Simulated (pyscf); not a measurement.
Structures and frequencies: ωB97X-D3(BJ)/def2-SVP in PySCF. MP2 and CC: frozen core, UHF for open shells. ΔMP2 is the change of the MP2 total energy from the triple- to the quadruple-zeta basis.

Q: What is the homolytic dissociation enthalpy (298 K, CCSD(T)/def2-TZVPP + ΔMP2(QZVPP)) of the H–O bond of HO–Ag, to [O–Ag]• + H•?

A: H–O to [O–Ag]• + H•: 112.8 kcal/mol. The CCSD(T) − MP2 part came from Ansatz, without density fitting, on the same reference. The frozen core leaves the outer d or s,p core shells of the metals and heavy elements correlated in the MP2 and CC values, and def2-TZVPP describes them poorly, which can shift differences by a few kcal/mol. The term symbol of open-shell •O–Ag was not checked; spin-orbit terms are left out. Open-shell species with a d-block atom are single-reference here; other states, and whether the spin sits on metal or ligand, were not checked. Elements past Kr carry the def2 core potentials, without spin-orbit coupling.
